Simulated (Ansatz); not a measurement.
Born–Oppenheimer molecular dynamics of ClH$_{3}$Si (5 atoms, charge 0, multiplicity 1). It starts from a relaxed structure.

Level of theory: RKS B3LYP/def2-TZVP in Ansatz.

```json
{
  "ensemble": "NVT, Langevin thermostat",
  "time step": "0.5 fs",
  "steps asked": "300",
  "set temperature": "1000 K",
  "friction": "0.02 /fs",
  "seed": "996660"
}
```

First frame:

```xyz
5
Properties=species:S:1:pos:R:3
Si 0.000 0.000 0.002
Cl 0.000 0.000 2.069
H 1.400 0.000 -0.467
H -0.700 1.212 -0.467
H -0.700 -1.212 -0.467
```

Q: How far do the bonds stretch over the last three quarters of this one trajectory? (Pairs bonded in most of those frames.)

A: 
```csv
bond,mean (Å),spread (Å),shortest,longest
Si1–Cl2,2.096,0.041,2.03,2.16
Si1–H3,1.482,0.058,1.38,1.58
Si1–H4,1.488,0.068,1.37,1.64
Si1–H5,1.486,0.049,1.36,1.59
```

Mean temperature of the second half: 742 K. The mean temperature of the second half is 26 % below the set value. A run of 0.15 ps of so small a system gives no equilibrium averages.

The run took 8.9 min on 1 thread of Arm Neoverse V1, with other jobs on the host, peak memory 0.16 GiB.
